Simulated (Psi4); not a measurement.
# SiH3Cl (chlorosilane) at B2PLYP/aug-cc-pVDZ (density fitting for correlation), part 2 of 2

Psi4 1.11. The steps go on from the part before.

### 3 The triplet

clh3si.xyz

```xyz
5
ClH3Si
Si    -0.112000     0.018600    -0.030900
Cl     1.838300    -0.513500     0.329900
H     -0.950900    -0.488300     1.079100
H     -0.534700    -0.585700    -1.314900
H     -0.190800     1.495400    -0.104700
```

run.py

```python
import numpy as np
from ase.calculators.psi4 import Psi4
from ase.io import read

a = read('clh3si.xyz')
calc = Psi4(atoms=a, method='b2plyp', basis='aug-cc-pVDZ', memory='1600MB', num_threads=1, charge=0, multiplicity=3, label='calc', reference='uks')
calc.psi4.set_options({'puream': True, 'e_convergence': 1e-09, 'd_convergence': 1e-08, 'scf_type': 'pk', 'dft_radial_points': 99, 'dft_spherical_points': 590, 'num_frozen_docc': 10, 'maxiter': 100})
a.calc = calc

print(f'energy: {a.get_potential_energy():.6f} eV')
```

Run with:

```sh
$ python run.py
```

calc.dat:

```text
=> Loading Basis Set <=

    Name: AUG-CC-PVDZ
    Role: ORBITAL
    Keyword: BASIS

         ---------------------------------------------------------
                                   SCF
                              UKS Reference
                        1 Threads,   1525 MiB Core
         ---------------------------------------------------------

  ==> Geometry <==

    Molecular point group: c1
    Full point group: C1

    Geometry (in Angstrom), charge = 0, multiplicity = 3:

       Center              X                  Y                   Z               Mass
    ------------   -----------------  -----------------  -----------------  -----------------
         SI          -1.013333641684     0.276469180532    -0.187466466514    27.976926534650
         CL           0.936966358316    -0.255630819468     0.173333533486    34.968852682000
         H           -1.852233641684    -0.230430819468     0.922533533486     1.007825032230
         H           -1.436033641684    -0.327830819468    -1.471466466514     1.007825032230
         H           -1.092133641684     1.753269180532    -0.261266466514     1.007825032230

  Running in c1 symmetry.

  Rotational constants: A =      2.82833  B =      0.22178  C =      0.22178 [cm^-1]
  Rotational constants: A =  84791.31665  B =   6648.76102  C =   6648.74167 [MHz]
  Nuclear repulsion =   86.337218216617615

  Charge       = 0
  Multiplicity = 3
  Electrons    = 34
  Nalpha       = 18
  Nbeta        = 16

  ==> Algorithm <==

  SCF Algorithm Type is PK.
  DIIS enabled.
  MOM disabled.
  Fractional occupation disabled.
  Guess Type is SAD.
  Energy threshold   = 1.00e-09
  Density threshold  = 1.00e-08
  Integral threshold = 1.00e-12

  ==> Primary Basis <==

  Basis Set: AUG-CC-PVDZ
    Blend: AUG-CC-PVDZ
    Number of shells: 37
    Number of basis functions: 81
    Number of Cartesian functions: 85
    Spherical Harmonics?: true
    Max angular momentum: 2

  ==> DFT Potential <==

   => LibXC <=

    Version 7.1.2

   => Composite Functional: B2PLYP <=

    B2PLYP Double Hybrid Exchange-Correlation Functional

    Deriv               =              1
    GGA                 =           TRUE
    Meta                =          FALSE

    Exchange Hybrid     =           TRUE
    MP2 Hybrid          =           TRUE

   => Exchange Functionals <=

    0.4700     XC_GGA_X_B88

   => Exact (HF) Exchange <=

    0.5300               HF

   => Correlation Functionals <=

    0.7300     XC_GGA_C_LYP

   => MP2 Correlation <=

    0.2700       MP2

   => LibXC Density Thresholds  <==

    XC_GGA_C_LYP:  1.00E-14
    XC_GGA_X_B88:  1.00E-15

   => Molecular Quadrature <=

    Radial Scheme          =       TREUTLER
    Pruning Scheme         =           NONE
    Nuclear Scheme         =       TREUTLER

    Blocking Scheme        =         OCTREE
    BS radius alpha        =              1
    Pruning alpha          =              1
    Radial Points          =             99
    Spherical Points       =            590
    Total Points           =         282718
    Total Blocks           =           2096
    Max Points             =            256
    Max Functions          =             81
    Weights Tolerance      =       1.00E-15

  ==> Integral Setup <==

  Using in-core PK algorithm.
   Calculation information:
      Number of atoms:                   5
      Number of AO shells:              37
      Number of primitives:            127
      Number of atomic orbitals:        85
      Number of basis functions:        81

      Integral cutoff                 1.00e-12
      Number of threads:                 1

  Performing in-core PK
  Using 11032362 doubles for integral storage.
  We computed 247409 shell quartets total.
  Whereas there are 247456 unique shell quartets.

  ==> DiskJK: Disk-Based J/K Matrices <==

    J tasked:                  Yes
    K tasked:                  Yes
    wK tasked:                  No
    Memory [MiB]:              486
    Schwarz Cutoff:          1E-12

  Cached 100.0% of DFT collocation blocks in 0.642 [GiB].

  Minimum eigenvalue in the overlap matrix is 4.1179398649E-04.
  Reciprocal condition number of the overlap matrix is 5.4572590525E-05.
    Using symmetric orthogonalization.

  ==> Pre-Iterations <==

  SCF Guess: Superposition of Atomic Densities via on-the-fly atomic UHF (no occupation information).

   -------------------------
    Irrep   Nso     Nmo
   -------------------------
     A         81      81
   -------------------------
    Total      81      81
   -------------------------

  ==> Iterations <==

                        Total Energy        Delta E     RMS |[F,P]|

   @UKS iter SAD:  -750.85046590161960   -7.50850e+02   0.00000e+00
   @UKS iter   1:  -750.86782780246460   -1.73619e-02   2.45209e-03 ADIIS/DIIS
   @UKS iter   2:  -750.88520797753313   -1.73802e-02   1.91019e-03 ADIIS/DIIS
   @UKS iter   3:  -750.90383978471539   -1.86318e-02   5.26231e-04 ADIIS/DIIS
   @UKS iter   4:  -750.90516318443986   -1.32340e-03   1.29030e-04 ADIIS/DIIS
   @UKS iter   5:  -750.90544435693209   -2.81172e-04   9.25143e-05 DIIS
   @UKS iter   6:  -750.90553980411312   -9.54472e-05   4.51232e-05 DIIS
   @UKS iter   7:  -750.90560375274106   -6.39486e-05   2.78726e-05 DIIS
   @UKS iter   8:  -750.90563972347718   -3.59707e-05   1.19958e-05 DIIS
   @UKS iter   9:  -750.90564619820066   -6.47472e-06   3.84209e-06 DIIS
   @UKS iter  10:  -750.90564662022734   -4.22027e-07   2.02478e-06 DIIS
   @UKS iter  11:  -750.90564679066802   -1.70441e-07   1.21267e-06 DIIS
   @UKS iter  12:  -750.90564688607913   -9.54111e-08   6.74135e-07 DIIS
   @UKS iter  13:  -750.90564691892916   -3.28500e-08   3.35889e-07 DIIS
   @UKS iter  14:  -750.90564692759847   -8.66930e-09   2.14597e-07 DIIS
   @UKS iter  15:  -750.90564693001147   -2.41300e-09   1.93486e-07 DIIS
   @UKS iter  16:  -750.90564693242322   -2.41175e-09   1.80128e-07 DIIS
   @UKS iter  17:  -750.90564693497492   -2.55170e-09   1.78659e-07 DIIS
   @UKS iter  18:  -750.90564693898386   -4.00894e-09   1.76179e-07 DIIS
   @UKS iter  19:  -750.90564694257102   -3.58716e-09   1.75259e-07 DIIS
   @UKS iter  20:  -750.90564695113312   -8.56210e-09   1.73841e-07 DIIS
   @UKS iter  21:  -750.90564698386788   -3.27348e-08   1.68774e-07 DIIS
   @UKS iter  22:  -750.90564710796457   -1.24097e-07   1.62590e-07 DIIS
   @UKS iter  23:  -750.90564715455992   -4.65953e-08   1.54140e-07 DIIS
   @UKS iter  24:  -750.90564719142617   -3.68663e-08   1.27212e-07 DIIS
   @UKS iter  25:  -750.90564738067917   -1.89253e-07   7.40798e-07 DIIS
   @UKS iter  26:  -750.90564738188232   -1.20315e-09   6.56476e-07 DIIS
   @UKS iter  27:  -750.90564739895126   -1.70689e-08   4.53558e-07 DIIS
   @UKS iter  28:  -750.90564740350226   -4.55100e-09   9.65520e-08 DIIS
   @UKS iter  29:  -750.90564740496575   -1.46349e-09   1.59839e-07 DIIS
   @UKS iter  30:  -750.90564740515845   -1.92699e-10   2.97968e-08 DIIS
   @UKS iter  31:  -750.90564740518755   -2.91038e-11   3.76258e-08 DIIS
   @UKS iter  32:  -750.90564740520313   -1.55751e-11   7.96330e-09 DIIS
  Energy and wave function converged.

  ==> Post-Iterations <==

   Electrons on quadrature grid:
      Nalpha   =   18.0000106535 ; deviation = 1.065e-05
      Nbeta    =   16.0000000706 ; deviation = 7.058e-08
      Ntotal   =   34.0000107241 ; deviation = 1.072e-05

   @Spin Contamination Metric:   1.067524502E-02
   @S^2 Expected:                2.000000000E+00
   @S^2 Observed:                2.010675245E+00
   @S   Expected:                1.000000000E+00
   @S   Observed:                1.000000000E+00

    Orbital Energies [Eh]
    ---------------------

    Alpha Occupied:

       1A   -103.030509     2A    -67.281123     3A    -10.028467
       4A     -7.675676     5A     -7.661587     6A     -7.656680
       7A     -5.673159     8A     -3.930116     9A     -3.925674
      10A     -3.923734    11A     -1.060902    12A     -0.670403
      13A     -0.543582    14A     -0.525306    15A     -0.500527
      16A     -0.447881    17A     -0.415386    18A     -0.111612

    Alpha Virtual:

      19A      0.006340    20A      0.030217    21A      0.031566
      22A      0.047663    23A      0.051676    24A      0.055254
      25A      0.064248    26A      0.089353    27A      0.093926
      28A      0.110633    29A      0.113867    30A      0.121122
      31A      0.147462    32A      0.153774    33A      0.154468
      34A      0.207670    35A      0.252058    36A      0.252656
      37A      0.285733    38A      0.295093    39A      0.297274
      40A      0.336173    41A      0.356271    42A      0.365221
      43A      0.373363    44A      0.432425    45A      0.438736
      46A      0.451190    47A      0.454945    48A      0.468226
      49A      0.490802    50A      0.496817    51A      0.505998
      52A      0.566516    53A      0.573232    54A      0.591042
      55A      0.683240    56A      0.691371    57A      0.691873
      58A      0.811382    59A      0.843678    60A      0.855433
      61A      0.863139    62A      0.884474    63A      0.931346
      64A      1.057668    65A      1.163348    66A      1.177305
      67A      1.206680    68A      1.217898    69A      1.278583
      70A      1.286238    71A      1.304949    72A      1.514907
      73A      1.606764    74A      1.704684    75A      1.719872
      76A      1.813851    77A      1.916118    78A      1.926563
      79A      1.970398    80A      2.112993    81A      2.136018

    Beta Occupied:

       1A   -103.021518     2A    -67.278715     3A    -10.018812
       4A     -7.653698     5A     -7.651282     6A     -7.647962
       7A     -5.669862     8A     -3.923443     9A     -3.922253
      10A     -3.922077    11A     -0.992422    12A     -0.633715
      13A     -0.488052    14A     -0.481432    15A     -0.426028
      16A     -0.399093

    Beta Virtual:

      17A     -0.244547    18A      0.002256    19A      0.014526
      20A      0.031980    21A      0.032484    22A      0.055911
      23A      0.057158    24A      0.070500    25A      0.089532
      26A      0.096260    27A      0.096536    28A      0.115745
      29A      0.128127    30A      0.132111    31A      0.165411
      32A      0.165898    33A      0.173593    34A      0.219506
      35A      0.266004    36A      0.267943    37A      0.292625
      38A      0.296724    39A      0.308782    40A      0.351503
      41A      0.358885    42A      0.383375    43A      0.384292
      44A      0.451109    45A      0.453745    46A      0.460517
      47A      0.462388    48A      0.479932    49A      0.502474
      50A      0.503477    51A      0.521257    52A      0.586807
      53A      0.587087    54A      0.603942    55A      0.701276
      56A      0.706547    57A      0.707955    58A      0.830303
      59A      0.854685    60A      0.860335    61A      0.891890
      62A      0.895114    63A      0.943286    64A      1.072109
      65A      1.189630    66A      1.194474    67A      1.244265
      68A      1.244545    69A      1.304019    70A      1.316122
      71A      1.316503    72A      1.535985    73A      1.620693
      74A      1.725892    75A      1.731802    76A      1.829125
      77A      1.930555    78A      1.935683    79A      1.984957
      80A      2.131492    81A      2.142335

    Final Occupation by Irrep:
              A
    DOCC [    16 ]
    SOCC [     2 ]
    NA   [    18 ]
    NB   [    16 ]

  @UKS Final Energy:  -750.90564740520313

   => Energetics <=

    Nuclear Repulsion Energy =             86.3372182166176145
    One-Electron Energy =               -1208.2142142897712347
    Two-Electron Energy =                 394.9021758673753766
    DFT Exchange-Correlation Energy =     -23.9308271994249822
    Empirical Dispersion Energy =           0.0000000000000000
    VV10 Nonlocal Energy =                  0.0000000000000000
    Total Energy =                       -750.9056474052031263

  UHF NO Occupations:
  HONO-2 :   16  A 1.9964906
  HONO-1 :   17  A 1.0000000
  HONO-0 :   18  A 1.0000000
  LUNO+0 :   19  A 0.0035094
  LUNO+1 :   20  A 0.0011584
  LUNO+2 :   21  A 0.0004788
  LUNO+3 :   22  A 0.0000822

Computation Completed

Properties will be evaluated at   0.000000,   0.000000,   0.000000 [a0]

Properties computed using the SCF density matrix

 Multipole Moments:

 ------------------------------------------------------------------------------------
     Multipole            Electronic (a.u.)      Nuclear  (a.u.)        Total (a.u.)
 ------------------------------------------------------------------------------------

 L = 1.  Multiply by 2.5417464519 to convert [e a0] to [Debye]
 Dipole X            :          5.5589168           -4.9863142            0.5726027
 Dipole Y            :         -1.5749778            1.3603234           -0.2146544
 Dipole Z            :          1.1286826           -0.9222995            0.2063831
 Magnitude           :                                                    0.6454024

 ------------------------------------------------------------------------------------

	total time  =         49 seconds =       0.82 minutes

   => Loading Basis Set <=

    Name: (AUG-CC-PVDZ AUX)
    Role: RIFIT
    Keyword: DF_BASIS_MP2

	 --------------------------------------------------------
	                          DF-MP2
	      2nd-Order Density-Fitted Moller-Plesset Theory
	              UMP2 Wavefunction,   1 Threads

	 --------------------------------------------------------

	 --------------------------------------------------------
	                 NBF =    81, NAUX =   253
	 --------------------------------------------------------
	   CLASS    FOCC     OCC    AOCC    AVIR     VIR    FVIR
	   ALPHA      10      18       8      63      63       0
	    BETA      10      16       6      65      65       0
	 --------------------------------------------------------

	-----------------------------------------------------------
	 ==================> DF-MP2 Energies <====================
	-----------------------------------------------------------
	 Reference Energy          =    -750.9056474052031263 [Eh]
	 Singles Energy            =      -0.0000000000000000 [Eh]
	 Same-Spin Energy          =      -0.0795360901642942 [Eh]
	 Opposite-Spin Energy      =      -0.2525674108694977 [Eh]
	 Correlation Energy        =      -0.3321035010337919 [Eh]
	 Total Energy              =    -751.2377509062368972 [Eh]
	-----------------------------------------------------------
	 ================> DF-SCS-MP2 Energies <==================
	-----------------------------------------------------------
	 SCS Same-Spin Scale       =       0.3333333333333333 [-]
	 SCS Opposite-Spin Scale   =       1.2000000000000000 [-]
	 SCS Same-Spin Energy      =      -0.0265120300547647 [Eh]
	 SCS Opposite-Spin Energy  =      -0.3030808930433972 [Eh]
	 SCS Correlation Energy    =      -0.3295929230981620 [Eh]
	 SCS Total Energy          =    -751.2352403283013018 [Eh]
	-----------------------------------------------------------

    B2PLYP Energy Summary
    ---------------------
    DFT Reference Energy                  =  -750.9056474052031263
    Scaled MP2 Correlation                =    -0.0896679452791238
    @Final double-hybrid DFT total energy =  -750.9953153504822012

	total time  =          0 seconds =       0.00 minutes
```

The script printed:

```text
energy: -20435.623428 eV
```

Run time: 52 s. Hardware: 1 thread of Intel Xeon Platinum 8259CL at 2.50GHz (Skylake/Cascade Lake), shared host; peak memory 1.1 GiB.

### 4 Results

What follows sums up all 2 parts.

Level: B2PLYP/aug-cc-pVDZ (density fitting for correlation), 10 core orbitals frozen.

```
                                                         quantity          value
                                            singlet: total energy  -751.25965 Eh
                       singlet: HOMO energy (SCF part's orbitals)      -10.22 eV
                       singlet: LUMO energy (SCF part's orbitals)        0.33 eV
                     singlet: HOMO–LUMO gap (SCF part's orbitals)       10.55 eV
                                            triplet: total energy  -750.99532 Eh
triplet: HOMO energy (SCF part's orbitals) (highest over α and β)       -3.04 eV
                                                    triplet: ⟨S²⟩          2.011
                 vertical energy of the triplet above the singlet       7.193 eV
```

**Reading.** At this shape the triplet lies 7.19 eV (694 kJ/mol) above the singlet.
